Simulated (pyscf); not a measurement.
Cl–Ge•(Cl)–Cl (SMILES [Cl][Ge]([Cl])[Cl]) + NH₃ (SMILES N) → H₂N–Ge(Cl)(Cl)–Cl (SMILES [NH2][Ge]([Cl])([Cl])[Cl]) + H• (SMILES [H]), a substitution at N (doublet surface; H–N broken, Ge–N formed). Structures and frequencies: ωB97X-D3(BJ)/def2-SVP in PySCF. Energies in kcal/mol from the separated reactants.

AM1 to PM7: differences of heats of formation from MOPAC. Open shells are spin-unrestricted. 

In single points AM1 puts the saddle at 26.6 kcal/mol and the reaction energy at +38.5 kcal/mol. Should these be trusted to within a few kcal/mol? Compare with ωB97M-D3(BJ)/def2-TZVP.

ωB97M-D3(BJ)/def2-TZVP gives ΔE‡ = 35.7 kcal/mol and ΔE = +25.7 kcal/mol. AM1 lies 9.1 kcal/mol under it in the barrier and 12.8 kcal/mol over it in the reaction energy, so on this step it does not hold to within 3.0 kcal/mol. At AM1 this geometry lies under one side, so its ΔE‡ may be no barrier of that level. ωB97M-D3(BJ)/def2-TZVP has limits of its own. On the reactant side the descent ends in a bound adduct, 12.9 kcal/mol under the separated species and 47.0 kcal/mol under the saddle at ωB97X-D3(BJ)/def2-TZVP. This is the saddle that the search found; another between the same sides may lie lower. The angle at the attacked N is 140°. In the def2 sets elements up to Kr have no core potential.
